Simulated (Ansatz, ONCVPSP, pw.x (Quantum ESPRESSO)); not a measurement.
Mg: does the ONCV potential hold in the solid?

Mg (Z = 12), optimised norm-conserving Vanderbilt (ONCV), made with ONCVPSP 4.0.1.1 (patched build) (LDA (Perdew-Wang 92), scalar-relativistic). Core [Ne], reference 3s1 (charge +1). Waves: 3s: rc 2.45 bohr, ncon 3, nbas 6, qcut 3.4 1/bohr, 2 projectors, debl 1.1 Ha; p scattering state at 0.24 Ha: rc 1.95 bohr, ncon 4, nbas 7, qcut 4.5 1/bohr, local; d scattering state at 0.17 Ha: rc 1.95 bohr, ncon 4, nbas 8, qcut 4.4 1/bohr, 1 projector. Local part: the p channel. Core correction: Teter function, fcfact 4, rcfact 1.55.

In the p channel the program set the typed energies aside and used 0.050 Ha.

Atomic tests: cutoffs needed: 3.9 Ha and 5.2 Ha (the cutoffs (Ha) at which the residual kinetic energy of the hardest occupied pseudo-wave falls to 1 and 0.1 mHa per electron); ghost test: no bound ghost flagged; no localised positive-energy state flagged; largest excitation error: -21 meV (all-electron minus pseudo) for 3s2, out of 4 test configurations.

Crystal test: fcc Mg in pw.x 7.5, no spin, 13³ k-points, Fermi–Dirac smearing 0.01 Ry, cutoffs 50/200 Ry. The reference is all-electron LAPW (Ansatz 0.2.0) with the same functional, mesh and smearing; V0 and B0 come from Birch–Murnaghan fits to the pressures at five volumes. Errors are pseudo minus all-electron; Δ is the rms difference of the E(V) curves that follow from these fits, minima aligned, over ±6 % about the mean V0. Mesh and smearing are coarse, so the numbers serve the comparison and aren't converged zero-temperature values; the lattice is a test structure that the element need not adopt.

All-electron: a0 = 4.436 Å (V0 = 21.83 Å³/atom), B0 = 38.5 GPa.

Q: How far does the potential miss the all-electron equation of state?

A: mean pressure error (GPa): +1.06; a0 (Å): 4.476; a0 error (%): +0.89; B0 error (%): -1.7; Δ (meV/atom): 4.9. This is a poor potential for the solid.

```tsv
V (Å³/atom)	P all-electron (GPa)	P pseudo (GPa)
20.779	2.10	3.34
21.326	0.94	2.09
21.873	-0.08	0.98
22.420	-0.97	-0.01
22.967	-1.77	-0.88
```

Q: At the middle volume, how do free energy and pressure move when the wave cutoff is lowered (ecutrho kept at four times it)?

A:

```tsv
cutoff (Ry)	shift of F (meV/atom)	shift of P (GPa)
22	+2.4	-0.02
30	+1.7	+0.01
40	+0.4	-0.02
```

Input at the middle volume:

```
&control
  calculation='scf', prefix='x', pseudo_dir='./', outdir='./tmp', tstress=.true., disk_io='none'
/
&system
  ibrav=0, nat=1, ntyp=1, ecutwfc=50, ecutrho=200, nbnd=8,
  occupations='smearing', smearing='fd', degauss=0.01
/
&electrons
  conv_thr=1e-09, mixing_beta=0.4, electron_maxstep=70
/
ATOMIC_SPECIES
Mg 1.0 Mg.UPF
CELL_PARAMETERS angstrom
  0.00000000 2.21969235 2.21969235
  2.21969235 0.00000000 2.21969235
  2.21969235 2.21969235 0.00000000
ATOMIC_POSITIONS crystal
Mg 0.0000 0.0000 0.0000
K_POINTS automatic
13 13 13 0 0 0
```

```bash
pw.x < Mg.scf.in > Mg.scf.out
```

Lines of the output:

```
Message from routine setup:
     using ibrav=0 with symmetry is DISCOURAGED, use correct ibrav instead
     lattice parameter (alat)  =       5.9321  a.u.
     unit-cell volume          =     147.6063 (a.u.)^3
     number of electrons       =         2.00
     number of Kohn-Sham states=            8
     kinetic-energy cutoff     =      50.0000  Ry
     charge density cutoff     =     200.0000  Ry
     scf convergence threshold =      1.0E-09
     Exchange-correlation= SLA  PW   NOGX NOGC
     number of k points=    84  Fermi-Dirac smearing, width (Ry)=  0.0100
     iteration #  1     ecut=    50.00 Ry     beta= 0.40
     total energy              =      -2.07813131 Ry
     estimated scf accuracy    <       0.01018321 Ry
     iteration #  2     ecut=    50.00 Ry     beta= 0.40
     total energy              =      -2.07741992 Ry
     estimated scf accuracy    <       0.00353490 Ry
     iteration #  3     ecut=    50.00 Ry     beta= 0.40
     total energy              =      -2.07745349 Ry
     estimated scf accuracy    <       0.00000207 Ry
     iteration #  4     ecut=    50.00 Ry     beta= 0.40
     total energy              =      -2.07745411 Ry
     estimated scf accuracy    <       0.00000104 Ry
     iteration #  5     ecut=    50.00 Ry     beta= 0.40
     total energy              =      -2.07745411 Ry
     estimated scf accuracy    <          3.4E-09 Ry
     iteration #  6     ecut=    50.00 Ry     beta= 0.40
     total energy              =      -2.07745412 Ry
     estimated scf accuracy    <       0.00000006 Ry
     iteration #  7     ecut=    50.00 Ry     beta= 0.40
     the Fermi energy is     3.7866 ev
!    total energy              =      -2.07745412 Ry
     estimated scf accuracy    <          7.4E-11 Ry
     smearing contrib. (-TS)   =      -0.00194889 Ry
     The total energy is F=E-TS. E is the sum of the following terms:
     one-electron contribution =       1.34215037 Ry
     hartree contribution      =       0.00398538 Ry
     xc contribution           =      -1.23556817 Ry
     ewald contribution        =      -2.18607281 Ry
     convergence has been achieved in   7 iterations
          total   stress  (Ry/bohr**3)                   (kbar)     P=        9.76
     Message from routine punch:
     Nothing written, as per user request (disk_io='none')
```

The run at the middle volume (84 k-points, 7 iterations) took about 14 s on one core of a shared host (Neoverse-N1, 64 threads, 124 GiB, load 59).
